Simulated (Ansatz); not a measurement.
A run of Ansatz (development build ahead of 0.2.0) on singlet C₂H₆ at this shape:

```
atom    x (Å)    y (Å)    z (Å)
   C   0.0270   0.0406   0.7781
   C   0.0215   0.0048  -0.8147
   H   1.0220  -0.0381   1.1828
   H  -0.4569   0.9096   1.1685
   H  -0.4669  -0.9092   1.1876
   H   0.4875   0.8493  -1.2022
   H  -0.9602   0.0218  -1.1525
   H   0.4953  -0.8318  -1.2152
```

Its results:

```yaml
Converged: yes
Total_energy: -79.16297 hartree
Spin_squared_of_the_determinant: 0.000
```

(1) Which input gives this output? Name the method, the orbitals and the basis set, and write the input.

Results:

(1) RHF in def2-SVP. An unrestricted run that stays on the closed shell gives the same numbers.

```yaml
crystal:
  periodic: [false, false, false]
  atoms:
    - { symbol: C, position_ang: [0.02698, 0.04059, 0.77807] }
    - { symbol: C, position_ang: [0.02148, 0.00476, -0.81474] }
    - { symbol: H, position_ang: [1.02205, -0.03805, 1.18284] }
    - { symbol: H, position_ang: [-0.45689, 0.90957, 1.1685] }
    - { symbol: H, position_ang: [-0.46691, -0.90918, 1.1876] }
    - { symbol: H, position_ang: [0.48747, 0.84932, -1.2022] }
    - { symbol: H, position_ang: [-0.96023, 0.02181, -1.15251] }
    - { symbol: H, position_ang: [0.49528, -0.8318, -1.21516] }
basis:
  gaussian: { orbitals: def2-SVP }
hamiltonian:
  xc: hf
```
